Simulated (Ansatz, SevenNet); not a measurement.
Elastic constant C13 (GPa) of 20 elemental solids other than molecular ones, computed with the machine-learned potential SevenNet-l3i5 (trained on PBE and PBE+U data) and with PBE in Ansatz (plane waves, PAW). The set holds measured phases with no doubt noted on the run or the magnetic state but for the caveats below. Solids without a value at one level (not run, failed, or a magnetic order lost), or held back for tests, aren't counted.

All rows, in order of the shift (worked out from unrounded values):

| solid | SevenNet-l3i5 | PBE | shift (%) |
|---|---|---|---|
| hcp Be | 77.2 | 10.6 | -86 |
| double-hcp La | 23.5 | 10.2 | -57 |
| hcp Lu | 38.1 | 22.0 | -42 |
| hcp Y | 32.9 | 21.1 | -36 |
| hcp Mg | 30.3 | 19.9 | -34 |
| hcp Ru | 254 | 168 | -34 |
| hcp Os | 321 | 215 | -33 |
| hcp Sc | 40.3 | 27.4 | -32 |
| hcp Ti | 108 | 75.3 | -30 |
| hcp Hf | 93.1 | 66.8 | -28 |
| hcp Tc | 243 | 186 | -24 |
| hcp Zr | 86.1 | 66.1 | -23 |
| hcp Re | 277 | 217 | -22 |
| α-phase Ga | 46.1 | 39.1 | -15.1 |
| hcp Tl | 24.6 | 22.4 | -9.3 |
| white tin (β-Sn) | 30.3 | 30.2 | -0.2 |
| hcp Zn | 42.9 | 43.0 | +0.3 |
| body-centred tetragonal In | 33.3 | 33.8 | +1.5 |
| hcp Cd | 27.5 | 29.3 | +6.4 |
| hcp Co | 25.5 | 114 | +347 |

The shift from SevenNet-l3i5 to PBE has a median of -26 %, and eight in ten lie between -44 % and +2.0 %; PBE is the larger in 4 of 20. Each level is at its own cell, so the shift holds the change of volume too.

Ansatz's runs of these crystals have no spin polarisation, but for hcp Co.

Density-functional runs with spin start from parallel moments for hcp Co.

Spin–orbit coupling is left out, also for the solids with elements from indium on (body-centred tetragonal In, hcp Os, white tin (β-Sn), double-hcp La, hcp Tl, hcp Re, hcp Hf, hcp Lu); its size isn't shown.

Each level is taken at its own relaxed cell. Ansatz's density-functional and Hartree–Fock values are scalar-relativistic unless marked +SOC, with PAW data made under PBE.

Ansatz is a program for electronic structure.
